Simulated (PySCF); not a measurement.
SiH$_{2}$F$_{2}$, closed shell: a relaxation.

run.py

```python
import json, numpy as np
from pyscf import gto, scf, dft, mp, cc
EV, BOHR = 27.211386245988, 0.529177210903
mol = gto.M(atom="""
Si 0.076740 0.061323 -0.200515
F 0.779170 1.479678 0.109569
F 1.257258 -1.026962 -0.346148
H -1.334373 -0.164831 -0.554668
H -0.778795 -0.349209 0.991661
""", basis="def2-tzvp", charge=0, spin=0, max_memory=7225, verbose=0)
def mean_field(mol, dm=None):
    mf = dft.RKS(mol, xc="pbe0").density_fit()
    mf.conv_tol = 1e-9; mf.grids.level = 4
    mf.kernel(dm0=dm)
    if not mf.converged: mf = mf.newton().run(mf.mo_coeff, mf.mo_occ)
    assert mf.converged
    return mf
def d4(mol):
    from pyscf.dispersion.dftd4 import DFTD4Dispersion
    real = gto.M(atom=[(mol.atom_pure_symbol(i), mol.atom_coord(i)) for i in range(5)], unit='B', charge=mol.charge, spin=None, basis='def2-svp', verbose=0)
    r = DFTD4Dispersion(real, xc="pbe0", atm=True).get_dispersion(grad=True); return r["energy"], r["gradient"]
def energy_and_gradient(mol, dm=None):
    mf = mean_field(mol, dm); e, g = d4(mol)
    return mf, (mf.e_tot + e) * EV, (mf.nuc_grad_method().kernel()[:5] + g) * EV / BOHR
out = {}
# rational-function steps on a BFGS-updated Hessian; the first Hessian (eV/A^2) comes from GFN2-xTB
H = np.load("h0.npy"); x = mol.atom_coords(unit="A").ravel(); dm = old = None; trust = 0.2; steps = []
for it in range(90):
    mol.set_geom_(x.reshape(-1, 3), unit="A"); mf, e, g = energy_and_gradient(mol, dm); g = g.ravel(); dm = mf.make_rdm1()
    print(f"relax step {it + 1}: E = {e:.6f} eV, largest force component {abs(g).max():.4f} eV/A", flush=True); steps.append([e, x.reshape(-1, 3).tolist(), (-g).reshape(-1, 3).tolist()])
    if abs(g).max() < 0.008: out['converged'] = True; break
    if old is not None:
        s, z = x - old[0], g - old[1]
        if s @ z > 1e-8: H = H + np.outer(z, z) / (s @ z) - np.outer(H @ s, H @ s) / (s @ H @ s)
        trust = max(0.03, trust / 2) if e > old[2] + 1e-4 else min(0.35, trust * 1.3)
    w, V = np.linalg.eigh(H); w = np.maximum(abs(w), 0.08); f = V.T @ g; M = np.diag(np.append(w, 0.0)); M[-1, :-1] = M[:-1, -1] = f
    dx = V @ (-f / (w - np.linalg.eigvalsh(M)[0])); big = np.linalg.norm(dx.reshape(-1, 3), axis=1).max(); dx *= min(1, trust / big)
    old = (x, g, e); x = x + dx
out.update(energy=e, forces=steps[-1][2], positions=steps[-1][1], steps=steps)
out['s2'] = mf.spin_square()[0]; out['nelec'] = mol.nelec
print(f"Total energy {out['energy']:.6f} eV, <S^2> {out['s2']:.4f}")
json.dump(out, open("out.json", "w"), default=float)
```

Command:

```bash
OMP_NUM_THREADS=4 python run.py
```

It printed (PySCF 2.14):

```
relax step 1: E = -13339.604091 eV, largest force component 3.4991 eV/A
relax step 2: E = -13340.840920 eV, largest force component 2.3232 eV/A
relax step 3: E = -13341.434380 eV, largest force component 1.0466 eV/A
relax step 4: E = -13341.480722 eV, largest force component 1.4630 eV/A
relax step 5: E = -13341.309301 eV, largest force component 2.7808 eV/A
relax step 6: E = -13341.517762 eV, largest force component 1.0529 eV/A
relax step 7: E = -13341.423884 eV, largest force component 1.9794 eV/A
relax step 8: E = -13341.481076 eV, largest force component 1.3616 eV/A
relax step 9: E = -13341.545426 eV, largest force component 0.1997 eV/A
relax step 10: E = -13341.519677 eV, largest force component 1.2767 eV/A
relax step 11: E = -13341.545923 eV, largest force component 0.3192 eV/A
relax step 12: E = -13341.547765 eV, largest force component 0.0439 eV/A
relax step 13: E = -13341.547850 eV, largest force component 0.0121 eV/A
relax step 14: E = -13341.547838 eV, largest force component 0.0249 eV/A
relax step 15: E = -13341.547875 eV, largest force component 0.0048 eV/A
Total energy -13341.547875 eV, <S^2> 0.0000
```

Time: 36 s of wall clock on 4 CPU threads of an AMD EPYC 7B13; the host was shared. Peak host memory: 1.1 GiB.
